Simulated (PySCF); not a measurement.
This PySCF input (PBE/def2-SVP) gives -116.40260 Eh with 62 basis functions.

```python
import numpy as np, basis_set_exchange as bse
from pyscf import gto, scf, dft, df

basis = {'C': gto.basis.parse(bse.get_basis('def2-SVP', elements=['C'], fmt='nwchem')), 'H': gto.basis.parse(bse.get_basis('def2-SVP', elements=['H'], fmt='nwchem'))}
mol = gto.M(
    atom='''
    C    -0.00105023   -0.00044593    0.21807837
    C    -0.00682676   -0.00289863    1.41756777
    C     0.00595226    0.00252732   -1.23597935
    H    -0.01194066   -0.00506999    2.47946412
    H     0.01516829    1.02317495   -1.62370089
    H     0.88736845   -0.51296496   -1.62264162
    H    -0.87904773   -0.50023658   -1.63112234
    ''',
    basis=basis,
    charge=0,
    verbose=4,
    max_memory=8640,
)
mf = dft.RKS(mol, xc='pbe')
mf.grids.level = 3
mf = mf.density_fit(auxbasis=df.autoaux(mol))
mf.conv_tol = 1e-9
mf.max_cycle = 100
print('smallest overlap eigenvalue', np.linalg.eigvalsh(mol.intor('int1e_ovlp'))[0])
mf.kernel()
dip = mf.dip_moment()
```

Change:
```diff
- basis = {'C': gto.basis.parse(bse.get_basis('def2-SVP', elements=['C'], fmt='nwchem')), 'H': gto.basis.parse(bse.get_basis('def2-SVP', elements=['H'], fmt='nwchem'))}
+ basis = {'C': gto.basis.parse(bse.get_basis('6-31G**', elements=['C'], fmt='nwchem')), 'H': gto.basis.parse(bse.get_basis('6-31G**', elements=['H'], fmt='nwchem'))}
```

Question: What does the run give now?

Answer: -116.48743 Eh (PBE/6-31G**, 62 functions), a change of -84.83 mEh.
